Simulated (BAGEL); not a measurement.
**B3LYP/6-31G(d) (density fitting with qzvpp-jkfit, spherical functions) run of N2H4 (hydrazine)**

Aim: the energy change on altering one bond length of N2H4 (hydrazine) at B3LYP/6-31G* (density fitting with qzvpp-jkfit, spherical functions), from 2 runs. 

The calculation is run with BAGEL 1.2.2.

8 further runs of the same task are left out: 8 set aside as unsound or not needed.

### Step 1. The structure to begin with

N2H4: 6 atoms, total charge 0, spin state singlet. As SMILES, `NN`. Geometry: relaxed at PBE0-D4/def2-TZVP. This is one conformer, not always the lowest.

Bond lengths: N1–N2 1.415 Å, N1–H3 1.014 Å, N1–H4 1.011 Å, N2–H5 1.014 Å, N2–H6 1.011 Å. Angles: N1–N2–H5 112.7°, N1–N2–H6 108.2°, N2–N1–H3 112.7°, N2–N1–H4 108.2°, H5–N2–H6 108.3°, H3–N1–H4 108.3°.

### Step 2. A single-point energy at B3LYP/6-31G(d) (density fitting with qzvpp-jkfit, spherical functions)

Input file input.json:

```json
{ "bagel": [

{
  "title": "molecule",
  "basis": "6-31gs.json",
  "df_basis": "qzvpp-jkfit",
  "angstrom": true,
  "geometry": [
    { "atom": "N", "xyz": [      -0.135100,      -0.701700,       0.195900 ] },
    { "atom": "N", "xyz": [       0.447300,       0.583800,       0.089900 ] },
    { "atom": "H", "xyz": [      -1.076200,      -0.737600,      -0.180500 ] },
    { "atom": "H", "xyz": [       0.438700,      -1.352200,      -0.322700 ] },
    { "atom": "H", "xyz": [       0.103900,       1.104700,      -0.709700 ] },
    { "atom": "H", "xyz": [       0.221500,       1.102900,       0.927100 ] }
  ]
},

{
  "title": "ks",
  "xc_func": "b3lyp"
},

{
  "title": "print",
  "file": "orbitals.molden",
  "orbitals": true
}

]}
```

The basis set 6-31G* is read from a file made from the Basis Set Exchange's data (not shown).

Command:

```bash
BAGEL_NUM_THREADS=1 BAGEL input.json > input.out
```

What it wrote:

```text
* using 1 threads per process

  ===============================================================
  ===============================================================

  *** Geometry ***

  { "atom" : "N", "xyz" : [     -0.255302,     -1.326021,      0.370197 ] },
  { "atom" : "N", "xyz" : [      0.845274,      1.103222,      0.169886 ] },
  { "atom" : "H", "xyz" : [     -2.033723,     -1.393862,     -0.341096 ] },
  { "atom" : "H", "xyz" : [      0.829023,     -2.555288,     -0.609815 ] },
  { "atom" : "H", "xyz" : [      0.196343,      2.087580,     -1.341139 ] },
  { "atom" : "H", "xyz" : [      0.418574,      2.084179,      1.751965 ] },

  Number of auxiliary basis functions:      226

  Since a DF basis is specified, we compute 2- and 3-index integrals:
    o Being stored without compression. Storage requirement is 0.002 GB

  Number of basis functions:       36
  Number of electrons      :       18

    * METHOD: MOLECULE                             0.04

  *** Kohn-Sham DFT ***

    * Removing 9265 points whose weight is below 1.00e-10
    * Grid points: 80171

  === Nuclear Repulsion ===
    41.8337110163

       - DIIS with orbital gradients will be used.

  === KS iteration (b3lyp / 6-31gs.json) ===
      0        -99.58230638          0.21825439           0.13
      1       -100.15346152          0.19828966           0.12
      2       -104.63754701          0.22818247           0.10
      3       -111.15548543          0.08254095           0.10
      4       -111.69469500          0.04515437           0.10
      5       -111.81685547          0.01996621           0.09
      6       -111.84822968          0.00810678           0.09
      7       -111.85369850          0.00097933           0.09
      8       -111.85378721          0.00004317           0.11
      9       -111.85378738          0.00001357           0.09
     10       -111.85378739          0.00000300           0.11
     11       -111.85378739          0.00000050           0.11
     12       -111.85378739          0.00000008           0.10
     13       -111.85378739          0.00000008           0.11
     14       -111.85378739          0.00000001           0.11
     15       -111.85378739          0.00000000           0.11
    * SCF iteration converged.

    * Permanent dipole moment:
           (    0.587535,    -0.221847,     0.537918) a.u.

    * METHOD: KS                                   1.94

    * METHOD: PRINT                                0.01

  ===============================================================
```

Run time: 2.3 s. Hardware: 1 thread of Intel Xeon Platinum 8488C (Sapphire Rapids), shared host; peak memory 0.16 GiB.

### Step 3. The distorted shape, same level

Input file input.json:

```json
{ "bagel" : [

{
  "title" : "molecule",
  "basis" : "6-31gs.json",
  "df_basis" : "qzvpp-jkfit",
  "angstrom" : "true",
  "geometry" : [
    { "atom" : "N", "xyz" : [      -0.307240,      -0.506550,       0.351480 ] },
    { "atom" : "N", "xyz" : [       0.275160,       0.778950,       0.245480 ] },
    { "atom" : "H", "xyz" : [      -1.248340,      -0.542450,      -0.024920 ] },
    { "atom" : "H", "xyz" : [       0.438700,      -1.352200,      -0.322700 ] },
    { "atom" : "H", "xyz" : [      -0.068240,       1.299850,      -0.554120 ] },
    { "atom" : "H", "xyz" : [       0.049360,       1.298050,       1.082680 ] }
  ]
},

{ "title" : "ks", "xc_func" : "b3lyp" },

{ "title" : "print", "file" : "orbitals.molden", "orbitals" : "true" }

]}
```

The basis set 6-31G* is read from a file made from the Basis Set Exchange's data (not shown).

Command:

```bash
BAGEL_NUM_THREADS=1 BAGEL input.json > input.out
```

What it wrote:

```text
* using 1 threads per process

  ===============================================================
  ===============================================================

  *** Geometry ***

  { "atom" : "N", "xyz" : [     -0.580599,     -0.957241,      0.664201 ] },
  { "atom" : "N", "xyz" : [      0.519977,      1.472002,      0.463890 ] },
  { "atom" : "H", "xyz" : [     -2.359021,     -1.025082,     -0.047092 ] },
  { "atom" : "H", "xyz" : [      0.829023,     -2.555288,     -0.609815 ] },
  { "atom" : "H", "xyz" : [     -0.128955,      2.456361,     -1.047135 ] },
  { "atom" : "H", "xyz" : [      0.093277,      2.452959,      2.045969 ] },

  Number of auxiliary basis functions:      226

  Since a DF basis is specified, we compute 2- and 3-index integrals:
    o Being stored without compression. Storage requirement is 0.002 GB

  Number of basis functions:       36
  Number of electrons      :       18

    * METHOD: MOLECULE                             0.04

  *** Kohn-Sham DFT ***

    * Removing 8875 points whose weight is below 1.00e-10
    * Grid points: 80561

  === Nuclear Repulsion ===
    40.7160957070

       - DIIS with orbital gradients will be used.

  === KS iteration (b3lyp / 6-31gs.json) ===
      0        -98.85207593          0.21164675           0.12
      1        -98.36882395          0.20420863           0.10
      2       -101.83355677          0.26017795           0.09
      3       -110.73190592          0.09694234           0.10
      4       -111.39911936          0.06774467           0.10
      5       -111.66298615          0.04068979           0.10
      6       -111.80236339          0.01148673           0.10
      7       -111.81494879          0.00175359           0.09
      8       -111.81522952          0.00020908           0.09
      9       -111.81523341          0.00003373           0.10
     10       -111.81523351          0.00001223           0.09
     11       -111.81523353          0.00000416           0.09
     12       -111.81523353          0.00000061           0.10
     13       -111.81523353          0.00000046           0.09
     14       -111.81523353          0.00000013           0.09
     15       -111.81523353          0.00000007           0.10
     16       -111.81523353          0.00000001           0.10
    * SCF iteration converged.

    * Permanent dipole moment:
           (    0.609747,    -0.313383,     0.512865) a.u.

    * METHOD: KS                                   1.88

    * METHOD: PRINT                                0.00

  ===============================================================
```

Wall time 2.2 s (1 thread of Intel Xeon Platinum 8488C (Sapphire Rapids), shared host); peak memory 0.16 GiB.

### Step 4. What came out

At B3LYP/6-31G* (density fitting with qzvpp-jkfit, spherical functions):

| quantity | value |
| --- | --- |
| first shape: total energy | -111.85379 Eh |
| first shape: dipole moment | 2.10 D |
| first shape: HOMO energy | -6.43 eV |
| first shape: LUMO energy | 2.20 eV |
| first shape: HOMO–LUMO gap | 8.63 eV |
| distorted shape: total energy | -111.81523 Eh |
| distorted shape: dipole moment | 2.18 D |
| distorted shape: HOMO energy | -6.41 eV |
| distorted shape: LUMO energy | 0.90 eV |
| distorted shape: HOMO–LUMO gap | 7.31 eV |
| energy change with the N1–H4 bond stretched from 1.011 to 1.314 Å | 1.049 eV |

What this shows: With the N1–H4 bond stretched from 1.011 to 1.314 Å the energy rises by 1.05 eV (24 kcal/mol). The first shape isn't relaxed at this level, so the change isn't measured from a minimum.
